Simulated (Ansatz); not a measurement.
The input, for Ansatz 0.2.0:

```yaml
crystal:
  periodic: [false, false, false]
  atoms:
    - {symbol: B, position_ang: [0.000000, 0.000000, 0.822294]}
    - {symbol: Be, position_ang: [0.000000, 0.000000, -1.050867]}
    - {symbol: H, position_ang: [0.000000, 1.003181, 1.484150]}
    - {symbol: H, position_ang: [0.000000, -1.003180, 1.484150]}
    - {symbol: H, position_ang: [0.000000, 0.000000, -2.392096]}
basis:
  gaussian: {orbitals: 6-31G, point_charges: [{charge: -0.50, position_ang: [4.203, -0.912, 0.448]}]}
magnetization: {spin_polarized: false}
correlation: {method: ccsd_t, electrons: outside_noble_gas}
accuracy: high
```

```sh
$ ansatz run in.yaml --threads 1 --pin off --events-out ev --progress --plain --max-ram 2393MiB
```

(1) Roughly how long does this take on 1 thread of Arm Neoverse V1, shared host, and how much host memory?

```
589 factors; integrals over basis functions are off by at most 3.4e-9 eV
mean field evaluation 1: about -1114.6125 eV, gradient 1.1e1 eV
mean field evaluation 2: about -1114.6052 eV, gradient 1.1e1 eV
mean field evaluation 4: about -1115.3094 eV, gradient 3.2e-1 eV
mean field evaluation 8: about -1115.3097 eV, gradient 1.6e-4 eV
mean field evaluation 16: about -1115.3200 eV, gradient 7.4e-2 eV
mean field -1115.30972113 eV, -40.9868762673 hartree, gradient 1.5e-8 eV, S^2 0.000000; 0 other end points of the search recorded, 0 dependent functions left out
2 core orbitals not correlated: weight in the atoms' cores, before any rotation towards them, 1.000 or more for the frozen orbitals, at most 0.000 for the correlated occupied ones
reference -1115.30972113 eV, -40.9868762673 hartree; 4, 4 occupied and 18, 18 virtual orbitals, 589 factors
second order -1.98300558 eV of doubles, -0.00000000 eV of singles
cycle   1  -2.42737767 eV  change   -4.4e-1 eV  update   5.2e-2
cycle   2  -2.61549623 eV  change   -1.9e-1 eV  update   2.0e-2
cycle   3  -2.62171321 eV  change   -6.2e-3 eV  update   5.1e-3
cycle   4  -2.62196589 eV  change   -2.5e-4 eV  update   1.4e-3
cycle   5  -2.62199988 eV  change   -3.4e-5 eV  update   5.6e-4
cycle   6  -2.62187544 eV  change    1.2e-4 eV  update   1.6e-4
cycle   7  -2.62189566 eV  change   -2.0e-5 eV  update   6.2e-5
cycle   8  -2.62190900 eV  change   -1.3e-5 eV  update   2.5e-5
cycle   9  -2.62190145 eV  change    7.6e-6 eV  update   7.5e-6
cycle  10  -2.62190204 eV  change   -5.9e-7 eV  update   2.9e-6
cycle  11  -2.62190188 eV  change    1.6e-7 eV  update   1.3e-6
cycle  12  -2.62190241 eV  change   -5.3e-7 eV  update   5.7e-7
cycle  13  -2.62190223 eV  change    1.8e-7 eV  update   2.8e-7
cycle  14  -2.62190208 eV  change    1.4e-7 eV  update   1.1e-7
cycle  15  -2.62190202 eV  change    5.9e-8 eV  update   4.9e-8
cycle  16  -2.62190198 eV  change    3.7e-8 eV  update   2.5e-8
cycle  17  -2.62190199 eV  change   -6.0e-9 eV  update   1.4e-8
cycle  18  -2.62190201 eV  change   -2.2e-8 eV  update   7.4e-8
cycle  19  -2.62190203 eV  change   -1.7e-8 eV  update   2.5e-8
cycle  20  -2.62190203 eV  change  -4.6e-10 eV  update   6.3e-9
cycle  21  -2.62190203 eV  change  -1.2e-10 eV  update   1.9e-9
cycle  22  -2.62190203 eV  change  -3.1e-10 eV  update  6.7e-10
perturbative correction -0.04212662 eV, -0.0015481247 hartree
Total energy: -1117.97374978 eV, -41.0847775144 hartree
```

Results:

(1) 0.3 s wall and 0.05 GiB.
